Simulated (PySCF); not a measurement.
The vertical singlet excitations below were computed for one of the candidates. Method used: PySCF, TDDFT PBE0/def2-SVPD, vertical, gas phase, core orbitals frozen in the response. Geometries: GFN2-xTB, one conformer each.

```
state  λ (nm)       f
   S1   242.1   0.059
   S2   206.2  0.0055
   S3   201.3   0.015
   S4   193.6   0.049
   S5   189.9   0.036
   S6   175.8  0.0055
   S7   175.0   0.068
   S8   168.8   0.123
```

Triplets computed (Tamm–Dancoff): 4.23, 4.93, 5.31 eV.

Orbital energies (eV): HOMO-3 -10.66, HOMO-2 -8.56, HOMO-1 -8.07, HOMO -6.92, LUMO -0.61, LUMO+1 0.55, LUMO+2 0.65.

**Question.** Which candidate is it?
A. `C=C[S@@](C)=O`
B. `SCC(=O)C`
C. `C(OC)COC`

**Answer.** A. Its S1 lies at 5.12 eV; the nearest of the others has S1 at 4.24 eV. S1 is HOMO→LUMO (96%). Löwdin shares by element: HOMO oxygen 46%, sulfur 30%, carbon 16% or more; LUMO carbon 70%, sulfur 12% (atoms not listed hold the other 18%). At the same level the other candidates give, for their lowest levels:
- `COCCOC`: 177 nm (f 0.019); 174 nm (f 0.010); 166 nm (f 0.009); 162 nm (f 0.002); 158 nm (f 0.016); T1 6.84 eV; HOMO -7.45, LUMO 0.71 eV
- `CC(=O)CS`: 292 nm (f 0.006); 241 nm (f 0.009); 212 nm (f 0.010); 192 nm (f 0.016); 183 nm (f 0.034); T1 3.66 eV; HOMO -7.13, LUMO -1.02 eV

Shape of the structure used: `[CH2:1]=[CH:2][S@@:3]([CH3:4])=[O:5]`: C1–C2–S3–C4 -110°.
